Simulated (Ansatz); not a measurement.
Results of PBE in Ansatz (plane waves, PAW) for 1T (CdI2-type) SnSe₂.

Rigid layers of the crystal as relaxed at this level are moved apart or together:

```json
[
 {"run": "1", "k mesh": "12×12×6", "layer repeat (Å)": "5.84", "energy against free layers (meV/Å²)": "6.10", "gap on the mesh (eV)": "0.116"},
 {"run": "2", "k mesh": "12×12×6", "layer repeat (Å)": "5.99", "energy against free layers (meV/Å²)": "3.50", "gap on the mesh (eV)": "0.287"},
 {"run": "3", "k mesh": "12×12×6", "layer repeat (Å)": "6.14", "energy against free layers (meV/Å²)": "1.74", "gap on the mesh (eV)": "0.453"},
 {"run": "4", "k mesh": "12×12×6", "layer repeat (Å)": "6.34", "energy against free layers (meV/Å²)": "0.31", "gap on the mesh (eV)": "0.649"},
 {"run": "5", "k mesh": "12×12×6", "layer repeat (Å)": "6.64", "energy against free layers (meV/Å²)": "-0.65", "gap on the mesh (eV)": "0.676"},
 {"run": "6", "k mesh": "12×12×6", "layer repeat (Å)": "7.14", "energy against free layers (meV/Å²)": "-0.88", "gap on the mesh (eV)": "0.706"},
 {"run": "7", "k mesh": "12×12×4", "layer repeat (Å)": "8.14", "energy against free layers (meV/Å²)": "-0.43", "gap on the mesh (eV)": "0.770"},
 {"run": "8", "k mesh": "12×12×4", "layer repeat (Å)": "10.14", "energy against free layers (meV/Å²)": "-0.03", "gap on the mesh (eV)": "0.797"}
]
```

The lowest energy of these points lies at a layer repeat of 7.14 Å.

Spin–orbit coupling is not included.

Note: the cell comes from a level without a dispersion term, which matters for the spacing of layers, chains or molecules.

Ansatz is an electronic-structure program.
